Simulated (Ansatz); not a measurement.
# CH3S− (SMILES C[S-]): functionals against CCSD(T) at one geometry

One table from this session's results is given with a row withheld; the runs are named, their logs left out.

Program: Ansatz 0.2.0, Gaussian basis. Level of theory: single points in def2-TZVPPD. These are calculated values, not measurements.

Correlated methods freeze the cores.

## Where the work starts

SMILES `C[S-]`, 5 atoms, charge -1, spin multiplicity 1.

Atoms are counted from 1 here; the program's logs count them from 0.

Bond lengths: C1–S2 1.814 Å, C1–H3 1.005 Å, C1–H4 0.985 Å, C1–H5 1.173 Å. Angles: S2–C1–H3 113.4°, S2–C1–H4 113.3°, S2–C1–H5 102.4°, H3–C1–H4 117.5°, H3–C1–H5 110.7°, H4–C1–H5 97.3°.

Geometry (Å):

```xyz
5
charge -1, multiplicity 1
C    -0.1518   -0.0393    0.0779
S     1.4786   -0.2426   -0.6899
H    -0.3122   -0.6678    0.8452
H    -0.8789    0.0733   -0.5769
H    -0.1168    1.0715    0.4528
```

Set-up of the first run:

Contents of run/in.yaml:

```yaml
crystal:
  periodic: [false, false, false]
  atoms:
    - {symbol: C, position_ang: [-0.151800, -0.039300, 0.077900]}
    - {symbol: S, position_ang: [1.478600, -0.242600, -0.689900]}
    - {symbol: H, position_ang: [-0.312200, -0.667800, 0.845200]}
    - {symbol: H, position_ang: [-0.878900, 0.073300, -0.576900]}
    - {symbol: H, position_ang: [-0.116800, 1.071500, 0.452800]}
basis:
  gaussian: {orbitals: "def2-TZVPPD.json"}
total_charge: -1
correlation: {method: ccsd_t}
output: {forces: true}
```

The basis file named in the input lies beside it (Basis Set Exchange, JSON).

No record of the launch command was kept for these runs.

Among the steps run: CCSD(T)/def2-TZVPPD; PBE0-D4/def2-TZVPPD; wB97M-V/def2-TZVPPD; r2SCAN-D4/def2-TZVPPD; PBE-D4/def2-TZVPPD; BLYP-D4/def2-TZVPPD; CAM-B3LYP-D4/def2-TZVPPD.

One table of the session follows, with a row left open; its other results are not shown here.

| method | RMS force component (eV/Å) | angle to CCSD(T) forces (°) |
| --- | --- | --- |
| CCSD(T) | 2.372 | reference |
| PBE0-D4 | 2.396 | 2.8 |
| wB97M-V | 2.351 | 1.8 |
| r2SCAN-D4 | 2.360 | 1.5 |
| PBE-D4 | 2.395 | 2.9 |
| BLYP-D4 | 2.330 | 3.2 |
| CAM-B3LYP-D4 | ? | ? |

Estimate the missing values for CAM-B3LYP-D4.

As computed: RMS force component (eV/Å): 2.361; angle to CCSD(T) forces (°): 2.1. In the column «RMS force component (eV/Å)» it lies between r2SCAN-D4 (2.360) and CCSD(T) (2.372).

Limits of these values: The anion's highest level is positive in at least one run, so there the basis alone may hold the extra electron.
